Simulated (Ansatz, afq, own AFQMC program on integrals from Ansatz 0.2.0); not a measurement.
# CH2B (sextet): quantum Monte Carlo beside coupled cluster, cc-pVDZ

Aim: compute CH2B (sextet) with auxiliary-field quantum Monte Carlo on the same integrals as coupled cluster, and set the energies side by side.

Program: Ansatz 0.2.0, Gaussian basis, and an in-house AFQMC program (afq) on its integrals; all values are calculated. Level of theory: cc-pVDZ, frozen cores. These are calculated values, not measurements.

To be run: PBE (unrestricted); r2SCAN (unrestricted); PBE0 (unrestricted); B3LYP (unrestricted); wB97M-V (unrestricted); B2PLYP (unrestricted); CCSD(T) on UHF; CCSDT(Q) on UHF; Phaseless AFQMC, CISD trial on UHF; Phaseless AFQMC, single-determinant trial on UHF; Free-projection AFQMC, CISD trial on UHF.

## Step 1: What is computed

The geometry is a PBE0/def2-TZVP stationary point (not a proven minimum) of the parent state, kept for this charge and spin.

4 atoms, charge 0, spin multiplicity 6.

Atoms are counted from 1 here; the program's logs count them from 0.

Bond lengths: B1–C2 1.527 Å, B1–H3 1.203 Å, C2–H4 1.092 Å. Angles: C2–B1–H3 121.6°, B1–C2–H4 134.8°.

## Step 2: PBE (unrestricted)

File in.yaml:

```yaml
crystal:
  periodic: [false, false, false]
  atoms:
    - {symbol: B, position_ang: [0.000000, -0.104832, 0.802428]}
    - {symbol: C, position_ang: [0.000000, -0.044574, -0.723222]}
    - {symbol: H, position_ang: [0.000000, 0.894880, 1.472485]}
    - {symbol: H, position_ang: [0.000000, 0.760676, -1.461216]}
basis:
  gaussian: {orbitals: cc-pVDZ}
magnetization: {spin_polarized: true, initial_magnetization: 5}
hamiltonian: {xc: {name: PBE}}
output: {orbitals: {seedname: orbitals}}
```

Started as:

```console
$ ansatz run in.yaml --threads 1 --pin off --events-out ev --progress --plain --max-ram 1382MiB
```

The program printed:

```text
Functional definition: PBE
  name "PBE"
  cite "Perdew, Burke & Ernzerhof, Phys. Rev. Lett. 77, 3865 (1996) doi:10.1103/PhysRevLett.77.3865"
  parent pbe
  parameter kappa = 0.804
  parameter beta = 0.06672455060314922
  exchange = pbe_x(kappa = kappa, mu = beta*pi^2/3)
  correlation = pbe_c(beta = beta)
450 factors; their error is unknown
mean field evaluation 1: about -1727.9755 eV, gradient 1.6e1 eV
mean field evaluation 2: about -1725.1760 eV, gradient 2.4e1 eV
mean field evaluation 4: about -1729.7987 eV, gradient 1.0e0 eV
mean field evaluation 8: about -1729.8077 eV, gradient 3.1e-2 eV
mean field evaluation 16: about -1729.7871 eV, gradient 1.2e-5 eV
mean field -1729.78714352 eV, -63.5685050327 hartree, gradient 1.2e-5 eV, S^2 8.753366; 0 other end points of the search recorded, 0 dependent functions left out
reference -1729.78717245 eV, -63.5685060955 hartree; 9, 4 occupied and 29, 34 virtual orbitals, 450 factors
Total energy: -1729.78717245 eV, -63.5685060955 hartree
```

It took 2.7 s on 1 thread of AMD EPYC (Zen 3), shared host.

From the report: ⟨S²⟩ of the determinant 8.753 (pure sextet: 8.75).

## Step 3: r2SCAN (unrestricted)

in.yaml: that of step 2 with these lines changed.

```diff
@@ -10,3 +10,2 @@
 magnetization: {spin_polarized: true, initial_magnetization: 5}
-hamiltonian: {xc: {name: PBE}}
-output: {orbitals: {seedname: orbitals}}
+hamiltonian: {xc: {name: r2SCAN}}
```

Launched as before.

The program printed:

```text
Functional definition: r2SCAN
  name "r2SCAN"
  cite "Furness, Kaplan, Ning, Perdew & Sun, J. Phys. Chem. Lett. 11, 8208 (2020) doi:10.1021/acs.jpclett.0c02405"
  cite "Furness, Kaplan, Ning, Perdew & Sun, J. Phys. Chem. Lett. 11, 9248 (2020) doi:10.1021/acs.jpclett.0c03077"
  parent r2scan
  parameter k0 = 0.174
  parameter k1 = 0.065
  parameter a1 = 4.9479
  exchange = r2scan_x(k0 = k0, k1 = k1, a1 = a1)
  correlation = r2scan_c
450 factors; their error is unknown
mean field evaluation 1: about -1730.4477 eV, gradient 1.3e1 eV
mean field evaluation 2: about -1729.9406 eV, gradient 1.6e1 eV
mean field evaluation 4: about -1731.7450 eV, gradient 8.9e-1 eV
mean field evaluation 8: about -1731.7539 eV, gradient 8.9e-2 eV
mean field evaluation 16: about -1731.7331 eV, gradient 2.1e-4 eV
mean field -1731.73309470 eV, -63.6400174192 hartree, gradient 1.8e-5 eV, S^2 8.757160; 0 other end points of the search recorded, 0 dependent functions left out
reference -1731.73310346 eV, -63.6400177412 hartree; 9, 4 occupied and 29, 34 virtual orbitals, 450 factors
Total energy: -1731.73310346 eV, -63.6400177412 hartree
```

Run time: 4.7 s. Hardware: 1 thread of AMD EPYC (Zen 3), shared host.

From the report: ⟨S²⟩ of the determinant 8.757 (pure sextet: 8.75).

## Step 4: PBE0 (unrestricted)

in.yaml: that of step 3 with these lines changed.

```diff
@@ -10,2 +10,3 @@
 magnetization: {spin_polarized: true, initial_magnetization: 5}
-hamiltonian: {xc: {name: r2SCAN}}
+hamiltonian: {xc: {name: PBE0}}
+output: {orbitals: {seedname: orbitals}}
```

Same command.

The program printed:

```text
Functional definition: PBE0
  name "PBE0"
  cite "Adamo & Barone, J. Chem. Phys. 110, 6158 (1999) doi:10.1063/1.478522"
  cite "Perdew, Burke & Ernzerhof, Phys. Rev. Lett. 77, 3865 (1996) doi:10.1103/PhysRevLett.77.3865"
  parent pbe
  parameter a = 0.25
  parameter kappa = 0.804
  parameter beta = 0.06672455060314922
  exchange = (1 - a)*pbe_x(kappa = kappa, mu = beta*pi^2/3) + a*exact_x
  correlation = pbe_c(beta = beta)
352 factors; integrals over basis functions are off by at most 1.0e-3 eV
mean field evaluation 1: about -1729.2734 eV, gradient 1.1e1 eV
mean field evaluation 2: about -1729.6506 eV, gradient 8.7e0 eV
mean field evaluation 4: about -1730.1963 eV, gradient 5.8e-1 eV
mean field evaluation 8: about -1730.2063 eV, gradient 7.6e-2 eV
mean field evaluation 16: about -1730.2064 eV, gradient 2.1e-5 eV
mean field -1730.20644676 eV, -63.5839141423 hartree, gradient 2.1e-5 eV, S^2 8.754858; 0 other end points of the search recorded, 0 dependent functions left out
reference -1730.20646869 eV, -63.5839149482 hartree; 9, 4 occupied and 29, 34 virtual orbitals, 352 factors
Total energy: -1730.20646869 eV, -63.5839149482 hartree
```

It took 1.8 s on 1 thread of AMD EPYC (Zen 3), shared host.

From the report: ⟨S²⟩ of the determinant 8.755 (pure sextet: 8.75).

## Step 5: B3LYP (unrestricted)

in.yaml: that of step 4 with these lines changed.

```diff
@@ -10,3 +10,2 @@
 magnetization: {spin_polarized: true, initial_magnetization: 5}
-hamiltonian: {xc: {name: PBE0}}
-output: {orbitals: {seedname: orbitals}}
+hamiltonian: {xc: {name: B3LYP}}
```

The command is unchanged.

The program printed, cut to the lines that bear on the results:

```text
Functional definition: B3LYP
  name "B3LYP"
  cite "Stephens, Devlin, Chabalowski & Frisch, J. Phys. Chem. 98, 11623 (1994) doi:10.1021/j100096a001"
  cite "Becke, Phys. Rev. A 38, 3098 (1988) doi:10.1103/PhysRevA.38.3098"
  cite "Lee, Yang & Parr, Phys. Rev. B 37, 785 (1988) doi:10.1103/PhysRevB.37.785"
  cite "Vosko, Wilk & Nusair, Can. J. Phys. 58, 1200 (1980) doi:10.1139/p80-159"
[...]
352 factors; integrals over basis functions are off by at most 1.0e-3 eV
[...]
mean field -1732.38237438 eV, -63.6638780077 hartree, gradient 3.3e-5 eV, S^2 8.754363; 0 other end points of the search recorded, 0 dependent functions left out
reference -1732.38255298 eV, -63.6638845709 hartree; 9, 4 occupied and 29, 34 virtual orbitals, 352 factors
Total energy: -1732.38255298 eV, -63.6638845709 hartree
```

Wall time 2.9 s (1 thread of AMD EPYC (Zen 3), shared host).

From the report: ⟨S²⟩ of the determinant 8.754 (pure sextet: 8.75).

## Step 6: wB97M-V (unrestricted)

in.yaml: that of step 5 with these lines changed.

```diff
@@ -10,2 +10,3 @@
 magnetization: {spin_polarized: true, initial_magnetization: 5}
-hamiltonian: {xc: {name: B3LYP}}
+hamiltonian: {xc: {name: wB97M-V}}
+output: {orbitals: {seedname: orbitals}}
```

The command is unchanged.

The program printed, cut to the lines that bear on the results:

```text
Functional definition: wB97M-V
  name "wB97M-V"
  cite "Mardirossian & Head-Gordon, J. Chem. Phys. 144, 214110 (2016) doi:10.1063/1.4952647"
  cite "Becke, J. Chem. Phys. 107, 8554 (1997) doi:10.1063/1.475007"
  cite "Vydrov & Van Voorhis, J. Chem. Phys. 133, 244103 (2010) doi:10.1063/1.3521275"
  # Of w^i u^j: cxij and so on, Table III.
[...]
  gx(w, u) = 1 - cx + cx01*u + cx10*w
  gss(w, u) = css00 + css04*u^4 + css10*w + css20*w^2 + css43*w^4*u^3
  gos(w, u) = cos00 + cos10*w + (cos20 + cos21*u)*w^2 + (cos60 + cos61*u)*w^6
[...]
      + integral(e_c_pw_mod_opposite_spin*gos(b97_w_opposite, b97_u_opposite)) + vv10(b, c)
352 factors; integrals over basis functions are off by at most 1.0e-3 eV
125 factors; integrals over basis functions are off by at most 6.1e-6 eV
[...]
mean field -1731.04759726 eV, -63.6148258531 hartree, gradient 3.4e-5 eV, S^2 8.754385; 0 other end points of the search recorded, 0 dependent functions left out
reference -1731.04762576 eV, -63.6148269006 hartree; 9, 4 occupied and 29, 34 virtual orbitals, 352 factors
Total energy: -1731.04762576 eV, -63.6148269006 hartree
```

Wall time 6.5 s (1 thread of AMD EPYC (Zen 3), shared host).

From the report: ⟨S²⟩ of the determinant 8.754 (pure sextet: 8.75).

## Step 7: B2PLYP (unrestricted)

in.yaml: that of step 6 with these lines changed.

```diff
@@ -10,3 +10,3 @@
 magnetization: {spin_polarized: true, initial_magnetization: 5}
-hamiltonian: {xc: {name: wB97M-V}}
-output: {orbitals: {seedname: orbitals}}
+hamiltonian: {xc: {name: B2PLYP}}
+correlation: {electrons: outside_noble_gas}
```

The command is unchanged.

The program printed, cut to the lines that bear on the results:

```text
Functional definition: B2PLYP
  name "B2PLYP"
  cite "Grimme, J. Chem. Phys. 124, 034108 (2006) doi:10.1063/1.2148954"
  cite "Becke, Phys. Rev. A 38, 3098 (1988) doi:10.1103/PhysRevA.38.3098"
  cite "Lee, Yang & Parr, Phys. Rev. B 37, 785 (1988) doi:10.1103/PhysRevB.37.785"
[...]
352 factors; integrals over basis functions are off by at most 1.0e-3 eV
[...]
mean field -1728.94998413 eV, -63.5377399925 hartree, gradient 9.7e-7 eV, S^2 8.757499; 0 other end points of the search recorded, 0 dependent functions left out
2 core orbitals not correlated: weight in the atoms' cores, before any rotation towards them, 1.000 or more for the frozen orbitals, at most 0.000 for the correlated occupied ones
reference -1728.95009836 eV, -63.5377441904 hartree; 7, 2 occupied and 29, 34 virtual orbitals, 352 factors
second order -4.39883694 eV of doubles, -0.00000000 eV of singles
Total energy: -1730.13778434 eV, -63.5813908449 hartree
```

It took 3.7 s on 1 thread of AMD EPYC (Zen 3), shared host.

From the report: ⟨S²⟩ of the determinant 8.757 (pure sextet: 8.75).

## Step 8: CCSD(T) on UHF

in.yaml: that of step 7 with these lines changed.

```diff
@@ -10,3 +10,2 @@
 magnetization: {spin_polarized: true, initial_magnetization: 5}
-hamiltonian: {xc: {name: B2PLYP}}
-correlation: {electrons: outside_noble_gas}
+correlation: {method: ccsd_t, electrons: outside_noble_gas, hamiltonian_folder: ham}
```

The command is unchanged.

The program printed, cut to the lines that bear on the results:

```text
Functional definition: HF
  name "HF"
  cite "Fock, Z. Phys. 61, 126 (1930) doi:10.1007/BF01340294"
  parent pbe
[...]
352 factors; integrals over basis functions are off by at most 1.0e-3 eV
[...]
mean field -1722.85767749 eV, -63.3138518528 hartree, gradient 2.0e-6 eV, S^2 8.762993; 0 other end points of the search recorded, 0 dependent functions left out
2 core orbitals not correlated: weight in the atoms' cores, before any rotation towards them, 1.000 or more for the frozen orbitals, at most 0.000 for the correlated occupied ones
reference -1722.85767749 eV, -63.3138518528 hartree; 7, 2 occupied and 29, 34 virtual orbitals, 352 factors
second order -3.33054045 eV of doubles, -0.00000000 eV of singles
cycle   1  -3.86084818 eV  change   -5.3e-1 eV  update   6.1e-2
[...]
cycle  12  -4.17727942 eV  change    3.4e-6 eV  update   7.1e-6
perturbative correction -0.11899869 eV, -0.0043731211 hartree
Total energy: -1727.15395559 eV, -63.4717371610 hartree
```

Wall time 3.2 s (1 thread of AMD EPYC (Zen 3), shared host).

From the report: ⟨S²⟩ of the determinant 8.763 (pure sextet: 8.75); correlation -4.2963 eV; T1 0.050; largest double amplitude 0.05.

This run also writes the integrals to the folder ham.

## Step 9: CCSDT(Q) on UHF

in.yaml: that of step 8 with these lines changed.

```diff
@@ -10,2 +10,2 @@
 magnetization: {spin_polarized: true, initial_magnetization: 5}
-correlation: {method: ccsd_t, electrons: outside_noble_gas, hamiltonian_folder: ham}
+correlation: {method: ccsdt_q, electrons: outside_noble_gas}
```

Same command.

The program printed, cut to the lines that bear on the results:

```text
Functional definition: HF
  name "HF"
  cite "Fock, Z. Phys. 61, 126 (1930) doi:10.1007/BF01340294"
  parent pbe
[...]
699 factors; integrals over basis functions are off by at most 2.3e-7 eV
[...]
mean field -1722.85771056 eV, -63.3138530682 hartree, gradient 2.0e-6 eV, S^2 8.762993; 0 other end points of the search recorded, 0 dependent functions left out
2 core orbitals not correlated: weight in the atoms' cores, before any rotation towards them, 1.000 or more for the frozen orbitals, at most 0.000 for the correlated occupied ones
reference -1722.85771056 eV, -63.3138530682 hartree; 7, 2 occupied and 29, 34 virtual orbitals, 699 factors
second order -3.33053920 eV of doubles, -0.00000000 eV of singles
cycle   1  -3.86083939 eV  change   -5.3e-1 eV  update   6.5e-2
[...]
cycle  18  -4.32586086 eV  change   -5.5e-7 eV  update   4.2e-7
perturbative correction -0.00688841 eV, -0.0002531444 hartree
Total energy: -1727.19045983 eV, -63.4730786669 hartree
```

It took 32 s on 1 thread of AMD EPYC (Zen 3), shared host.

From the report: ⟨S²⟩ of the determinant 8.763 (pure sextet: 8.75); correlation -4.3327 eV; T1 0.057; largest double amplitude 0.06.

## Step 10: Phaseless AFQMC, CISD trial on UHF

It reads the integrals that the CCSD(T) run on this determinant wrote.

Started as:

```console
$ afq ham --method phaseless --trial cisd --walkers 60 --populations 1 --least-time 40 --time-step 0.005 --steps-per-block 50 --equilibration-blocks 28 --max-blocks 300 --target-error 0.00036 --factor-cut 1e-05 --start spin_pure --seed 4626 --release-times 0.24,0.51,0.99,1.62,2.4 --release-step 0.03 --release-every 4 --taylor-order 6
```

The program printed:

```text
orbitals 36  electrons 7 2  factors 278 of 352
reference energy -63.31385185 Eh
CCSD correlation -0.15351200 Eh in 13 cycles, weight of the determinant in the CISD state 0.8794
energy of the start -63.467188 Eh
 block  time / (1/Eh)  mean weight  energy / Eh
     1     0.250  1.0004  -63.466450
     2     0.500  0.9995  -63.467579
     3     0.750  0.9993  -63.470218
     4     1.000  0.9995  -63.468584
     5     1.250  1.0005  -63.470648
     6     1.500  1.0004  -63.470209
     7     1.750  1.0011  -63.471620
     8     2.000  0.9989  -63.470513
     9     2.250  0.9992  -63.469857
    10     2.500  0.9993  -63.469765
    11     2.750  1.0001  -63.471190
    16     4.000  0.9983  -63.471177
    21     5.250  0.9997  -63.469972
    26     6.500  1.0015  -63.472145
    31     7.750  0.9979  -63.471063
    36     9.000  0.9992  -63.470037
    41    10.250  0.9991  -63.473441
    46    11.500  0.9993  -63.470145
    51    12.750  1.0000  -63.472315
    56    14.000  0.9973  -63.479259
    61    15.250  1.0018  -63.475698
    66    16.500  1.0008  -63.473856
    71    17.750  1.0018  -63.470706
    76    19.000  0.9995  -63.473444
    81    20.250  1.0016  -63.472378
    86    21.500  0.9987  -63.471460
    91    22.750  1.0015  -63.474984
    96    24.000  0.9996  -63.471437
   101    25.250  1.0000  -63.468757
   106    26.500  1.0004  -63.473458
   111    27.750  0.9990  -63.469092
   116    29.000  1.0001  -63.472633
   121    30.250  1.0003  -63.473082
   126    31.500  0.9983  -63.471764
   131    32.750  0.9984  -63.472931
   136    34.000  1.0013  -63.470719
   141    35.250  0.9996  -63.469652
   146    36.500  1.0001  -63.472689
   151    37.750  0.9999  -63.470862
   156    39.000  1.0005  -63.471134
   161    40.250  1.0002  -63.469548
   166    41.500  1.0030  -63.479122
   171    42.750  1.0034  -63.469819
   176    44.000  1.0009  -63.471080
   181    45.250  1.0010  -63.474284
   186    46.500  1.0010  -63.479898
   191    47.750  0.9983  -63.471106
   196    49.000  1.0007  -63.470877
   201    50.250  1.0008  -63.473059
   206    51.500  1.0001  -63.474417
   211    52.750  1.0007  -63.467230
   216    54.000  0.9990  -63.470997
blocks merged  error / Eh  count
     1  0.000243  190
     2  0.000288  95
     4  0.000344  47
     8  0.000347  23
    16  0.000264  11
released: time / (1/Eh)  energy / Eh  error  mean overlap
  0.24  -63.473266  0.000420  1.0051
  0.51  -63.473128  0.000354  1.0104
  0.99  -63.473317  0.000426  1.0076
  1.62  -63.473460  0.000497  1.0015
  2.40  -63.472821  0.000709  1.0124
energy -63.473100 +/- 0.000347 Eh
```

It took 9 min on 1 thread of AMD EPYC (Zen 3), shared host.

Energy -1727.1910 ± 0.0094 eV. Caveats: constraint bias not in the error.

## Step 11: Phaseless AFQMC, single-determinant trial on UHF

It reads the integrals that the CCSD(T) run on this determinant wrote.

Started as:

```console
$ afq ham --method phaseless --trial hf --walkers 120 --populations 1 --least-time 40 --time-step 0.005 --steps-per-block 20 --equilibration-blocks 112 --max-blocks 600 --target-error 0.00108 --factor-cut 1e-05 --start spin_pure --seed 7060 --taylor-order 6
```

The program printed:

```text
orbitals 36  electrons 7 2  factors 278 of 352
reference energy -63.31385185 Eh
CCSD correlation -0.15351200 Eh in 13 cycles, weight of the determinant in the CISD state 0.8794
energy of the start -63.314144 Eh
 block  time / (1/Eh)  mean weight  energy / Eh
     1     0.100  1.0004  -63.344938
     2     0.200  1.0006  -63.372820
     3     0.300  1.0008  -63.392755
     4     0.400  1.0013  -63.406003
     5     0.500  1.0003  -63.410710
     6     0.600  1.0007  -63.420689
     7     0.700  1.0018  -63.430402
     8     0.800  0.9998  -63.435832
     9     0.900  0.9992  -63.445623
    10     1.000  1.0006  -63.443960
    18     1.800  0.9993  -63.466117
    35     3.500  1.0014  -63.491504
    52     5.200  1.0003  -63.459377
    69     6.900  0.9988  -63.461515
    86     8.600  1.0006  -63.467017
   103    10.300  0.9986  -63.469454
   120    12.000  0.9997  -63.483238
   137    13.700  0.9998  -63.462478
   154    15.400  1.0019  -63.475146
   171    17.100  1.0004  -63.474668
   188    18.800  0.9997  -63.455460
   205    20.500  1.0001  -63.481857
   222    22.200  1.0002  -63.469852
   239    23.900  1.0002  -63.489517
   256    25.600  1.0017  -63.483623
   273    27.300  1.0003  -63.472092
   290    29.000  1.0005  -63.463239
   307    30.700  0.9987  -63.464721
   324    32.400  1.0006  -63.486029
   341    34.100  0.9987  -63.471277
   358    35.800  0.9986  -63.471041
   375    37.500  1.0008  -63.481333
   392    39.200  0.9995  -63.496048
   409    40.900  1.0013  -63.482326
   426    42.600  1.0007  -63.469175
   443    44.300  0.9987  -63.471250
   460    46.000  1.0005  -63.477489
   477    47.700  1.0014  -63.463227
   494    49.400  1.0006  -63.483880
   511    51.100  0.9994  -63.493572
   528    52.800  0.9991  -63.476587
   545    54.500  1.0006  -63.477165
   562    56.200  0.9998  -63.472405
   579    57.900  1.0000  -63.461877
   596    59.600  1.0001  -63.486575
   613    61.300  1.0004  -63.477540
   630    63.000  1.0005  -63.466415
   647    64.700  0.9994  -63.489617
   664    66.400  0.9980  -63.467998
   681    68.100  0.9999  -63.463069
   698    69.800  1.0002  -63.489012
blocks merged  error / Eh  count
     1  0.000494  600
     2  0.000654  300
     4  0.000866  150
     8  0.001113  75
    16  0.001381  37
    32  0.001663  18
    64  0.001789  9
energy -63.474009 +/- 0.001663 Eh
```

Run time: 8.5 min. Hardware: 1 thread of AMD EPYC (Zen 3), shared host.

Energy -1727.2158 ± 0.0453 eV. Caveats: constraint bias not in the error; error above the target.

## Step 12: Free-projection AFQMC, CISD trial on UHF

It reads the integrals that the CCSD(T) run on this determinant wrote.

Started as:

```console
$ afq ham --method free --trial cisd --walkers 60 --time-step 0.03 --max-blocks 80 --target-error 0.00036 --factor-cut 1e-05 --seed 5278 --times 0,0.3,0.6,1.2,1.8,2.4,3.6,4.8,6 --taylor-order 8
```

The program printed:

```text
orbitals 36  electrons 7 2  factors 278 of 352
reference energy -63.31385185 Eh
CCSD correlation -0.15351200 Eh in 13 cycles, weight of the determinant in the CISD state 0.8794
repeat  energy at the last time / Eh  error
    10  -63.475029  0.002095
    20  -63.473773  0.001258
    30  -63.473817  0.001154
    40  -63.474387  0.000939
    50  -63.473995  0.000747
    60  -63.473807  0.000658
    70  -63.473620  0.000597
    80  -63.473499  0.000555
time / (1/Eh)  energy / Eh  error  mean overlap
  0.00  -63.467378  0.000076  1.1376
  0.30  -63.470567  0.000137  1.1333
  0.60  -63.471706  0.000157  1.1341
  1.20  -63.472371  0.000153  1.1389
  1.80  -63.472782  0.000189  1.1280
  2.40  -63.472828  0.000252  1.1223
  3.60  -63.472508  0.000367  1.1167
  4.80  -63.473540  0.000473  1.1247
  6.00  -63.473499  0.000555  1.0874
energy -63.473499 +/- 0.000555 Eh
```

Wall time 10 min (1 thread of AMD EPYC (Zen 3), shared host).

Energy -1727.2019 ± 0.0151 eV. Caveats: remainder of the start not in the error; error above the target.

## Step 13: All levels side by side

On the UHF determinant, counted from CCSDT(Q) (a yardstick, not exact):

| level | energy (eV) | from CCSDT(Q) (kJ/mol) | statistical error (kJ/mol) | time |
| --- | --- | --- | --- | --- |
| HF | -1722.8577 | +418.0 |  |  |
| MP2 | -1726.1882 | +96.7 |  |  |
| CCSD | -1727.0350 | +15.0 |  |  |
| CCSD(T) | -1727.1540 | +3.5 |  |  |
| CCSDT(Q) | -1727.1905 | 0.0 |  |  |
| Phaseless AFQMC, CISD trial, step 0.005, 60 walkers | -1727.1910 | -0.1 | 0.9 | 9 min |
| Phaseless AFQMC, single-determinant trial, step 0.005, 120 walkers | -1727.2158 | -2.4 | 4.4 | 8.5 min |
| Free-projection AFQMC, CISD trial, step 0.03, 60 walkers | -1727.2019 | -1.1 | 1.5 | 10 min |

The functionals' totals stand on their own zeros and serve differences with other points: PBE -1729.787 eV; r2SCAN -1731.733 eV; PBE0 -1730.206 eV; B3LYP -1732.383 eV; wB97M-V -1731.048 eV; B2PLYP -1730.138 eV.

## Step 14: Outcome

| quantity | value |
| --- | --- |
| CCSD(T) on UHF from CCSDT(Q) | +3.5 kJ/mol |
| Phaseless AFQMC, CISD trial on UHF from CCSDT(Q) | -0.1 ± 0.9 kJ/mol |
| Phaseless AFQMC, single-determinant trial on UHF from CCSDT(Q) | -2.4 ± 4.4 kJ/mol |
| Free-projection AFQMC, CISD trial on UHF from CCSDT(Q) | -1.1 ± 1.5 kJ/mol |

What this shows: On UHF the phaseless walk with the CISD trial lies -0.1 kJ/mol from CCSDT(Q), within three error bars. Free projection has no constraint; at the last time it gives -1.1 ± 1.5 kJ/mol, and from a start that isn't spin pure other spins can mix in. Error bars are statistical and leave out the constraint, the time step and what remains of the start.
